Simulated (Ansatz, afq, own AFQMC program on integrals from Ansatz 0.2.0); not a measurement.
Atomization energy of CH₃BI, doublet

```yaml
atoms:
  - { symbol: C, position_ang: [-0.3512, 0.3520, -0.3242] }
  - { symbol: B, position_ang: [0.1023, -1.0390, 0.1788] }
  - { symbol: I, position_ang: [1.8007, -1.4949, 1.3427] }
  - { symbol: H, position_ang: [-1.0322, 0.7475, 0.4548] }
  - { symbol: H, position_ang: [0.4656, 1.0816, -0.4480] }
  - { symbol: H, position_ang: [-0.9431, 0.2889, -1.2504] }
```

Connectivity, by distances: CH3–B–I.

Atoms in their ground-state spins without spin–orbit coupling (mostly on UHF) minus the molecule (UHF), without zero-point energy. The geometry is a stationary point, not shown to be a minimum.

Basis def2-TZVP with its core potentials. Only valence electrons are correlated. Integrals, coupled cluster, full CI and functionals: Ansatz 0.2.0; the random walks run on the same integrals in our own AFQMC program. The CISD trial takes its coefficients from CCSD amplitudes. Released means that phaseless walkers are propagated on without the constraint, phases kept. ± is one standard error of the sampling. No spin–orbit coupling. The errors of all members are added in quadrature.

No full CI on the walks' own integrals is used here. The released AFQMC energy serves as the reference, which it does only where one determinant dominates, the energy is flat over the last release times and near the phaseless one (40 meV or 2 meV an electron, half that with transition metals). On small molecules, where full CI could be run and the noise was under 10 meV, such values lay within 10 meV of it in 19 cases of 20, a flattering rate, since the rule was set on those same cases; what remains of the bias isn't in the error bar. Each member takes its own surest rung, up to full CI.

The best estimate is CCSD(T) at the basis-set limit (CBS: def2-TZVPP and def2-QZVPP, with their diffuse functions for anions and beside diffuse sets, CCSD(T) itself extrapolated) plus the step from CCSD(T) to AFQMC with the constraint released in def2-TZVP. Rows without CBS are in def2-TZVP; B2PLYP and the wave-function rows carry a basis error of their own. Core correlation and relativity beyond core potentials are missing, and ± holds the sampling alone.

Cautions: inner d shell frozen; no spin-orbit coupling; CH₃BI (doublet): the released value is read at 1.50 1/Eh with a noise of 12 meV, more than in the cases checked (meV from the phaseless value at times in 1/Eh: -16 ± 7 at 0.24, -8 ± 8 at 0.51, -19 ± 10 at 0.99, -13 ± 12 at 1.50); other spins of the molecule weren't checked.

```json
{"level": "MP2", "atomization energy (kJ/mol)": "1904.5"}
{"level": "CCSD", "atomization energy (kJ/mol)": "1848.0"}
{"level": "B3LYP", "atomization energy (kJ/mol)": "1941.7"}
```

(1) From these cheaper values, estimate the atomization energy at the level of the best estimate.

(1) 1941.4 ± 1.2 kJ/mol (best estimate, highest rung released AFQMC).

```json
{"level": "HF", "atomization energy (kJ/mol)": "1506.2", "error against the best estimate (kJ/mol)": "-435.1 ± 1.2"}
{"level": "CCSD(T)", "atomization energy (kJ/mol)": "1874.9", "error against the best estimate (kJ/mol)": "-66.5 ± 1.2"}
{"level": "ph-AFQMC/CISD", "atomization energy (kJ/mol)": "1877.1 ± 1.0", "error against the best estimate (kJ/mol)": "-64.3 ± 1.6"}
{"level": "released AFQMC", "atomization energy (kJ/mol)": "1877.1 ± 1.2", "error against the best estimate (kJ/mol)": "-64.2"}
{"level": "CCSD(T)/CBS", "atomization energy (kJ/mol)": "1939.3", "error against the best estimate (kJ/mol)": "-2.1 ± 1.2"}
{"level": "PBE", "atomization energy (kJ/mol)": "2003.1", "error against the best estimate (kJ/mol)": "61.7 ± 1.2"}
{"level": "r2SCAN", "atomization energy (kJ/mol)": "1989.2", "error against the best estimate (kJ/mol)": "47.8 ± 1.2"}
{"level": "PBE0", "atomization energy (kJ/mol)": "1977.7", "error against the best estimate (kJ/mol)": "36.4 ± 1.2"}
{"level": "wB97M-V", "atomization energy (kJ/mol)": "1943.2", "error against the best estimate (kJ/mol)": "1.9 ± 1.2"}
{"level": "B2PLYP", "atomization energy (kJ/mol)": "1927.7", "error against the best estimate (kJ/mol)": "-13.7 ± 1.2"}
```

Correlation beyond CCSD(T) changes it by less than twice the noise. Going to the basis-set limit adds 64.4 kJ/mol at CCSD(T). The perturbative (T) step is worth +26.9 kJ/mol.

Best estimates are given only where the step beyond CCSD(T) is under 0.3 eV and no member's determinant is very poor (T1 over 0.05, or 0.07 for open shells, ⟨S²⟩ too high by 0.3, two states mixed), so the hardest cases are missing from such tables.

The functionals ran in a triple-zeta set and keep a basis error of their own, a few kJ/mol for each bond in atomization energies and more for double hybrids, so close places among them and the extrapolated levels can swap.

Each member of a difference takes its own highest rung, so a best estimate needn't equal the limit plus the step of one row. Released energies are given only where the last usable release times agree within the noise; a slower fall can still hide under it. The exponents were fitted on light atoms, and def2 sets of heavy atoms don't grow evenly, so the limit is rough here.
